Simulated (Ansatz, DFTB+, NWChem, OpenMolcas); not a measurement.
# Strength of the O–C bond: C3H6O2 → C2H3O + CH3O

Species: C3H6O2 (methyl acetate) `COC(C)=O`, singlet; C2H3O (acetyl radical) `C[C]=O`, doublet; CH3O `C[O]`, doublet. 

Shapes, held fixed at every level: PBE0-D4/def2-TZVP. Flexible molecules stand in one conformer, not always the lowest. Programs: Ansatz 0.2.0, DFTB+ 25.1, NWChem 7.3.0, OpenMolcas 26.06. A level may come from different programs for different species; with the same settings they agree closely. The zero-point and thermal change to 298 K, harmonic and unscaled (PBE0-D4/def2-TZVP), is -22.3 kJ/mol.

```tsv
level	kind	ΔH(298 K) (kJ/mol)	less CCSD(T)/CBS estimate
DFTB1	semi-empirical	+442.1	+19.3
PBE-D4/def2-TZVPP	GGA	+403.5	-19.3
PBE0/def2-SVP	global hybrid	+415.6	-7.2
B3LYP/6-31G* (spherical functions)	global hybrid	+394.8	-28.0
PBE0-D4/def2-TZVPP	global hybrid	+404.1	-18.7
r2SCAN0-D4/def2-TZVPP	global hybrid	+391.1	-31.7
wB97X-V/def2-TZVPP	range-separated hybrid	+409.8	-13.0
CCSD/def2-SVP	coupled cluster or CI	+403.2	-19.6
CCSD(T)/CBS estimate	coupled cluster or CI	+422.8	0.0
```

The highest level, CCSD(T)/CBS estimate, gives ΔH(298 K) = +422.8 kJ/mol; the levels span +391.1 to +442.1. The column of differences is taken from that level and isn't an error. No measured value is set beside it here. Open shells run unrestricted. The CBS estimate extrapolates MP2 from def2-TZVPP and def2-QZVPP and adds CCSD(T) − MP2 in the triple-zeta set, cores frozen. CCSD(T)/CBS estimate lies outside the range of all other levels here, so it shouldn't be taken on trust.
